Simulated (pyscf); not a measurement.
# Routes from `[NH2][SiH][F]` [doublet] + `[H][H]`

Candidate steps break at most two bonds and form at most two. Each was searched with GFN2-xTB (tblite) first. Structures and frequencies: ωB97X-D3(BJ)/def2-SVP in PySCF. Energies: ωB97M-D3(BJ)/def2-TZVP, kcal/mol, from the separated reactants, doublet surface; ΔG‡ with ideal gas, 1 atm, RRHO with modes under 100 cm⁻¹ raised to 100, one conformer, R ln 2 for chiral ones without a mode under 150 cm⁻¹.

```
products                         type   ΔE‡     ΔE  ΔG‡ 298 K  ΔG‡ 900 K  ν‡ (cm⁻¹)
---------------  --------------------  ----  -----  ---------  ---------  ---------
H₂N–SiH₂–F + H•  hydrogen abstraction  12.9   +6.7       18.4       34.4      1117i
F–SiH₂• + NH₃    four-centre exchange  38.8  +10.7       48.0       67.6      1563i
H₂N–SiH₂• + HF   four-centre exchange  51.1  +28.2       61.1       80.7      1140i
```

Row 2: On the product side the descent ends in a complex (not fully relaxed), 4.4 kcal/mol under the separated species and 32.6 kcal/mol under the saddle at ωB97X-D3(BJ)/def2-TZVP. 

Plain bond fissions and candidates not yet searched are not listed, and one of them may be faster. Each barrier is that of the saddle found; lower ones may exist.
